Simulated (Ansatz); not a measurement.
# BNH₆ (built from SMILES BN.[H][H]): one structure at several levels

An exercise on one series of results from a longer session: the logs are not shown, and one member is left open.

Program: Ansatz 0.2.0, Gaussian basis. Level of theory: single points in def2-TZVPP. These are calculated values, not measurements.

Cores are frozen in the correlated methods.

### The system as given

8 atoms, charge 0, spin multiplicity 1.

Atoms are counted from 1 here; the program's logs count them from 0.

Bond lengths: B1–H3 1.135 Å, B1–H4 1.196 Å, N2–H7 1.066 Å, N2–H8 0.980 Å. Angles: H3–B1–H4 134.3°, H7–N2–H8 111.7°.

Geometry (Å):

```mol
BH6N
  3D, bonds by distance, orders not assigned

  8  4  0  0  0  0  0  0  0  0999 V2000
   -0.1091   -0.8320   -0.1764 B   0  0
    0.1055    0.8737    0.5597 N   0  0
    0.7728   -1.4903    0.1030 H   0  0
   -1.2724   -1.0310   -0.3710 H   0  0
    0.3222    0.5672   -0.7909 H   0  0
    0.3540   -0.1013   -1.5273 H   0  0
   -0.8812    1.1678    0.8352 H   0  0
    0.7155    0.8878    1.3261 H   0  0
  1  3  8  0
  1  4  8  0
  2  7  8  0
  2  8  8  0
M  END
```

The first run:

Input file run/in.yaml:

```yaml
crystal:
  periodic: [false, false, false]
  atoms:
    - {symbol: B, position_ang: [-0.109100, -0.832000, -0.176400]}
    - {symbol: N, position_ang: [0.105500, 0.873700, 0.559700]}
    - {symbol: H, position_ang: [0.772800, -1.490300, 0.103000]}
    - {symbol: H, position_ang: [-1.272400, -1.031000, -0.371000]}
    - {symbol: H, position_ang: [0.322200, 0.567200, -0.790900]}
    - {symbol: H, position_ang: [0.354000, -0.101300, -1.527300]}
    - {symbol: H, position_ang: [-0.881200, 1.167800, 0.835200]}
    - {symbol: H, position_ang: [0.715500, 0.887800, 1.326100]}
basis:
  gaussian: {orbitals: def2-TZVPP}
correlation: {method: ccsd_t}
output: {forces: true}
```

The command line of these runs was not kept.

Among the steps run: CCSD(T)/def2-TZVPP; PBE0-D4/def2-TZVPP; wB97M-V/def2-TZVPP; r2SCAN-D4/def2-TZVPP; PBE-D4/def2-TZVPP; revPBE-D4/def2-TZVPP; r2SCAN0-D4/def2-TZVPP.

One table of the session follows, with a row left open; its other results are not shown here.

```
    method  RMS force component (eV/Å)  angle to CCSD(T) forces (°)  dipole (D)
   CCSD(T)                       1.439                    reference        1.10
   PBE0-D4                       1.474                          2.8        1.14
   wB97M-V                       1.440                          2.4        1.12
 r2SCAN-D4                       1.423                          2.9        1.20
    PBE-D4                           ?                            ?           ?
 revPBE-D4                       1.372                          6.8        1.22
r2SCAN0-D4                       1.474                          4.0        1.13
```

Q: Estimate the row for PBE-D4 from the others.

**Answer.** RMS force component (eV/Å): 1.415; angle to CCSD(T) forces (°): 6.2; dipole (D): 1.22. In the column «RMS force component (eV/Å)» it lies between revPBE-D4 (1.372) and r2SCAN-D4 (1.423).
